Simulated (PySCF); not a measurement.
# CH₃⁺: fields on a plane

All numbers come from PBE0/[C def2-TZVP, H def2-TZVP], no relativity, density fitting, PySCF.

The singlet minimum has C–H 1.093 Å (×3); H–C–H 120.0° (×3).

The plane holds C1 at (0.00, 0.00), H2 at (1.09, 0.00), H3 at (-0.55, 0.95), H4 at (-0.55, -0.95) Å. Columns run from x = -2.55 to 3.45 Å, rows from y = 3.15 (top) to -2.85 Å, in steps of 0.3 Å. Other isomers or separated fragments may lie lower.

Q: Give the electrostatic potential (V) (cut at 20 V). Every second row and column.

A: 
```
 3.6  4.0  4.3  4.6  4.6  4.5  4.3  4.0  3.7  3.4  3.1
 4.1  4.7  5.3  5.8  5.8  5.5  5.1  4.7  4.2  3.8  3.4
 4.6  5.5  6.8  8.2  8.0  6.9  6.2  5.5  4.8  4.2  3.7
 5.0  6.4  9.2 19.3 14.6  9.1  7.7  6.7  5.6  4.7  4.0
 5.3  6.8 10.0 20.0 20.0 15.9 11.4  8.9  6.5  5.1  4.2
 5.4  6.8  9.3 20.0 20.0 20.0 20.0 14.4  7.4  5.4  4.3
 5.4  6.8  9.5 19.5 20.0 20.0 19.3 11.3  7.0  5.3  4.3
 5.2  6.6 10.1 20.0 20.0 11.1  8.9  7.5  6.0  4.9  4.1
 4.8  6.0  7.9 11.1 10.1  7.9  6.8  6.0  5.2  4.4  3.8
 4.3  5.1  6.0  6.7  6.7  6.2  5.6  5.0  4.5  4.0  3.5
 3.8  4.3  4.8  5.1  5.2  5.0  4.7  4.3  3.9  3.6  3.2
```

Q: Give the electron localisation function (set to 0 where the density is under 0.005 e/Å³). Lower edges of the bins: '0' 0.000, '1' 0.100, '2' 0.200, '3' 0.300, '4' 0.400, '5' 0.500, '6' 0.600, '7' 0.700, '8' 0.800, '9' 0.900; top 1.00.

A: 
```
000000000000000000000
000000000000000000000
000000000000000000000
000000000000000000000
000009998500000000000
000099999820000000000
000899999841110000000
000899999854466000000
000699999877999800000
000269998689999970000
000136874489999980000
000136874489999980000
000269998689999970000
000699999877999800000
000899999854466000000
000899999841110000000
000099999820000000000
000009998500000000000
000000000000000000000
000000000000000000000
000000000000000000000
```
